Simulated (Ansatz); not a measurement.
Mulliken charges of methylamine, CH5N from B3LYP/def2-TZVPP in Ansatz (PBE0-D4/def2-TZVP geometry).

```csv
atom,x (Å),y (Å),z (Å),charge (e)
C1,-0.474,-0.138,-0.281,-0.168
N2,0.802,0.391,0.170,-0.351
H3,-0.984,-0.806,0.428,0.080
H4,-0.327,-0.691,-1.212,0.092
H5,-1.151,0.689,-0.505,0.092
H6,1.448,-0.361,0.374,0.127
H7,0.686,0.916,1.028,0.127
```

Problem. By hand: the dipole of these point charges (1 e Å = 4.8032 D).

Solution. Σ q r = (-0.146, -0.108, 0.042) e Å, of length 0.186 e Å = 0.89 D.

Problem. How does the dipole of the full density compare? (Estimate.)

Solution. The calculation gave: (-0.081, -0.154, 0.207) e Å, 1.30 D; the point charges give 0.68 times that, at 43° from its direction.

Point charges leave out the atoms' own dipoles, such as those of lone pairs, and Mulliken's split depends on the basis, so the two needn't agree.

B3LYP here is the variant with VWN-RPA as its local correlation; programs differ in this.
